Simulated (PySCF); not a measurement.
The dipole of `CCF` (fluoroethane) from its density and from atomic charges.

Coordinates (GFN2-xTB, Å) and charges (e) from the PBE0/pcSseg-1 density (PySCF):

```json
{"atom": "C1", "x": "-0.779", "y": "-0.013", "z": "-0.050", "Mulliken": "-0.3300", "IAO": "-0.4396", "Hirshfeld": "-0.1237", "ESP-fitted": "-0.2748"}
{"atom": "C2", "x": "0.736", "y": "-0.061", "z": "0.016", "Mulliken": "+0.1161", "IAO": "+0.0517", "Hirshfeld": "+0.0287", "ESP-fitted": "+0.3683"}
{"atom": "F3", "x": "1.233", "y": "1.145", "z": "0.449", "Mulliken": "-0.3471", "IAO": "-0.3340", "Hirshfeld": "-0.1318", "ESP-fitted": "-0.3046"}
{"atom": "H4", "x": "-1.190", "y": "0.202", "z": "0.933", "Mulliken": "+0.1241", "IAO": "+0.1510", "Hirshfeld": "+0.0456", "ESP-fitted": "+0.0840"}
{"atom": "H5", "x": "-1.099", "y": "0.765", "z": "-0.738", "Mulliken": "+0.1241", "IAO": "+0.1510", "Hirshfeld": "+0.0456", "ESP-fitted": "+0.0847"}
{"atom": "H6", "x": "-1.158", "y": "-0.970", "z": "-0.394", "Mulliken": "+0.1109", "IAO": "+0.1492", "Hirshfeld": "+0.0497", "ESP-fitted": "+0.0607"}
{"atom": "H7", "x": "1.179", "y": "-0.243", "z": "-0.969", "Mulliken": "+0.1009", "IAO": "+0.1354", "Hirshfeld": "+0.0429", "ESP-fitted": "-0.0097"}
{"atom": "H8", "x": "1.087", "y": "-0.815", "z": "0.728", "Mulliken": "+0.1009", "IAO": "+0.1353", "Hirshfeld": "+0.0430", "ESP-fitted": "-0.0085"}
```

Problem. What dipole does each set of charges give (1 e·Å = 4.803 D), and what does the density give?

Solution. The full density gives (-0.84, -1.59, -0.58) D, 1.89 D in size; dipole vectors point from the negative to the positive end.

| scheme | μx | μy | μz | size (D) | share of the full size (%) | angle to the full dipole (°) |
| --- | --- | --- | --- | --- | --- | --- |
| Mulliken | -1.29 | -2.38 | -0.87 | 2.84 | 150 | 1 |
| IAO | -1.17 | -2.51 | -0.91 | 2.91 | 154 | 3 |
| Hirshfeld | -0.53 | -0.96 | -0.35 | 1.15 | 61 | 1 |
| ESP-fitted | -0.84 | -1.61 | -0.59 | 1.91 | 101 | 0 |

Problem. Which set comes closest?

Solution. Length of the difference vector: ESP-fitted 0.02 D, Hirshfeld 0.74 D, Mulliken 0.95 D, IAO 1.03 D. Closest: ESP-fitted. 

Problem. What is left for the Hirshfeld atoms' own dipoles?

Solution. The shares of the density sum to the whole, so what Σ q r misses lies in dipoles about the nuclei. The atomic dipoles sum to (-0.84, -1.59, -0.58) − (-0.53, -0.96, -0.35) = (-0.31, -0.63, -0.23) D, 0.74 D in size.

Problem. With the origin at the mean of the coordinates, (0.001, 0.001, -0.003) Å, which are the largest single terms, by size, of the Mulliken dipole along the direction of the full one?

Solution. F3 +2.75, H6 +0.77, C1 -0.59, C2 -0.16, H4 +0.04 D; all 8 atoms together +2.84 D. The single terms depend on the origin, their sum doesn't.

Problem. Give the size of the full dipole in other units.

Solution. 1.89 D = 0.744 au = 0.394 e·Å = 6.31 × 10⁻³⁰ C·m.

Geometry: GFN2-xTB; no solvent, vibrations or thermal averaging.

These values come from a run that also computed NMR shieldings. Time: 2.7 s. Hardware: one thread of an Arm Neoverse V2, shared host.
